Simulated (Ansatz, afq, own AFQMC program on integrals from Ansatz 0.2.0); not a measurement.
Integrals from Ansatz 0.2.0, then the random walk in our own AFQMC program (afq).

```yaml
crystal:
  periodic: [false, false, false]
  atoms:
    - {symbol: Si, position_ang: [0.000000, -0.056423, 0.000000]}
    - {symbol: H, position_ang: [0.000000, 0.786088, -1.421551]}
    - {symbol: H, position_ang: [0.000000, 0.786086, 1.421552]}
basis:
  gaussian: {orbitals: cc-pVDZ}
magnetization: {spin_polarized: true, initial_magnetization: 2}
correlation: {method: ccsd_t, electrons: outside_noble_gas, hamiltonian_folder: ham}
```

```sh
$ ansatz run in.yaml --threads 1 --pin off --events-out ev --progress --plain --max-ram 24576MiB --backend cuda --devices 0, --max-vram 18GiB
```

Options of the walk:

```
--method phaseless --trial cisd --walkers 4000 --populations 20 --least-time 60 --time-step 0.005 --steps-per-block 50 --equilibration-blocks 28 --max-blocks 4000 --target-error 0.00015 --factor-cut 1e-05 --start spin_pure --seed 6386 --release-times 0.24,0.51,0.99,1.62,2.4 --release-step 0.03 --release-every 3 --taylor-order 6
```

Times are imaginary, in 1/Eh. The walk had a cap of 122 s. With eight or more populations the least sampling time is a fifth of least-time, and the error comes from their spread.

Log:

```
orbitals 23  electrons 4 2  factors 157 of 273
reference energy -289.99528726 Eh
CCSD correlation -0.09754411 Eh in 12 cycles, weight of the determinant in the CISD state 0.9278
energy of the start -290.092798 Eh
 block  time / (1/Eh)  mean weight  energy / Eh
     1     0.250  0.9998  -290.092422
     2     0.500  1.0000  -290.092702
     3     0.750  1.0000  -290.093137
     4     1.000  1.0000  -290.093562
     5     1.250  0.9999  -290.093923
    10     2.500  0.9999  -290.095256
    15     3.750  1.0000  -290.095545
    20     5.000  1.0000  -290.095628
    25     6.250  1.0000  -290.095838
    30     7.500  1.0001  -290.095944
    35     8.750  1.0000  -290.095939
    40    10.000  1.0003  -290.095653
    41    10.250  0.9999  -290.095560
    45    11.250  1.0000  -290.095775
    50    12.500  0.9999  -290.095702
    55    13.750  0.9998  -290.095900
    60    15.000  0.9999  -290.095762
    65    16.250  1.0001  -290.096080
    70    17.500  1.0000  -290.095891
    73    18.250  1.0001  -290.096110
    75    18.750  1.0000  -290.096027
    78    19.500  1.0002  -290.095679
error from the spread of 20 populations
released: time / (1/Eh)  energy / Eh  error  mean overlap
  0.24  -290.095842  0.000040  1.0008
  0.51  -290.095892  0.000037  0.9987
  0.99  -290.095873  0.000032  1.0004
  1.62  -290.095890  0.000025  1.0005
  2.40  -290.095967  0.000036  0.9979
energy -290.095822 +/- 0.000046 Eh
(rows thinned)
```

The run passed its tests (sampling time, drift between the halves within three errors, error under three times the target), which doesn't prove that it has relaxed.

Against this walk (error 1.2 meV) on the same determinant: CCSD(T) 19.7 meV higher, CCSDT(Q) 3.3 meV lower, CCSDTQ 3.5 meV lower, full CI 3.5 meV lower. The error is statistical and leaves out the bias of the constraint. Released to 2.40 1/Eh the energy lies 3.9 ± 1.6 meV (both errors) below the phaseless value, which shows part or all of the bias of the constraint, and full CI lies 0.4 meV above the released value.

Cautions: constraint bias not in the error; lower spins were not checked.

The walk took 26 s on 1 × NVIDIA H100 80GB HBM3 with 2 threads of AMD EPYC 7R13 Processor (Zen 3), with other jobs on the host (the card was shared). The log's last line is the phaseless energy.

CCSDT and higher add their correlation energy to the determinant of the CCSD(T) run, since their own runs factorise the integrals more tightly (a shift of under 2 meV). A walk keeps the symmetry of its determinant, which the program's search chose and which needn't be the lowest solution, so a lower state of the same spin and another symmetry isn't excluded.
